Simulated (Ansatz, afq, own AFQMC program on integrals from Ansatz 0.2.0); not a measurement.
Where AFQMC and coupled cluster stand for CHB, triplet

```yaml
atoms:
  - { symbol: B, position_ang: [0.0000, 0.0000, 2.3329] }
  - { symbol: C, position_ang: [0.0000, 0.0000, -0.6311] }
  - { symbol: H, position_ang: [0.0000, 0.0000, -1.7019] }
```

Connectivity, by distances: B ··· CH.

Basis 6-31G. Noble-gas cores (and the filled d shells of Ga–Kr and In–Xe) are frozen. AFQMC by an in-house program on the Cholesky factors that Ansatz 0.2.0 writes for its CCSD(T) run. ph-AFQMC/CISD is guided by a CISD state made of CCSD amplitudes; releasing the constraint for a short imaginary time cuts its bias at the price of noise, slowly where states lie close. Uncertainties: one standard error, sampling alone.

Determinant: UHF, the one that the program's search chose, which needn't be the lowest solution. The geometry is a point of a scan.

Full CI on the same integrals is exact in this basis and with this determinant's frozen core.

Cautions: lower spins were not checked; strong correlation (T1 0.060, weight of the determinant 0.79, largest double 0.16); unrestricted determinant spin contaminated (⟨S²⟩ 2.88 against 2.00); the released energy hasn't reached full CI (22 meV above it at 2.40 1/Eh), so no released level is given (meV from the phaseless value at times in 1/Eh: -13 ± 6 at 0.24, -22 ± 5 at 0.51, -27 ± 4 at 0.99, -38 ± 4 at 1.62, -39 ± 4 at 2.40).

The T1 diagnostic is 0.0602 and the weight of the determinant in the CISD state is 0.793. The ⟨S²⟩ of the determinant is 2.877. The size of the correlated space is 8 electrons in 18 orbitals.

```csv
level,correlation energy (eV)
MP2,-1.5954
CCSD,-2.6103
CCSD(T),-2.6847
```

(1) Estimate where phaseless AFQMC with a CISD trial lies against CCSD(T) on the same integrals.

(1) 4.4 ± 0.4 kJ/mol below CCSD(T).

Reference: full CI, correlation energy -2.791 eV. The cautions show a poor starting determinant, so the rows tell how each method copes with it here, and full CI is the sure value.

```json
{"level": "CCSD(T)", "E − E(reference) (kJ/mol)": "10.3", "share of correlation (%)": "96.19"}
{"level": "CCSDT", "E − E(reference) (kJ/mol)": "0.9", "share of correlation (%)": "99.68"}
{"level": "CCSDT(Q)", "E − E(reference) (kJ/mol)": "-1.0", "share of correlation (%)": "100.36"}
{"level": "CCSDTQ", "E − E(reference) (kJ/mol)": "0.0", "share of correlation (%)": "99.99"}
{"level": "ph-AFQMC/CISD", "E − E(reference) (kJ/mol)": "5.8 ± 0.4", "share of correlation (%)": "97.84"}
```

CCSDT and higher add their correlation energy to the determinant of the CCSD(T) run, since their own runs factorise the integrals more tightly (a shift of under 2 meV). A walk keeps the symmetry of its determinant, which the program's search chose and which needn't be the lowest solution, so a lower state of the same spin and another symmetry isn't excluded.
